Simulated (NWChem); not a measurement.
# methane (CH$_{4}$); SMILES C

Program: NWChem. Pople sets run with spherical d functions. Each level has its own optimisation. Entropies are gas-phase, rigid-rotor, harmonic values for NWChem's default masses at 298.15 K and 1 bar, so the errors hold that model's part too (torsions, anharmonicity).

Measured entropy at 1 bar: 44.5 cal/(mol K) (CRC Handbook, as tabulated in the package chemicals).

```
level                                 entropy at 1 bar (cal/(mol K))  computed − measured
------------------------------------  ------------------------------  -------------------
Hartree-Fock/STO-3G                                             44.4                 -0.1
LDA (Slater exchange, VWN5)/def2-SVP                            44.6                 +0.1
Hartree-Fock/6-31G*                                             44.4                 -0.1
PBE0/def2-SVP                                                   44.5                  0.0
```
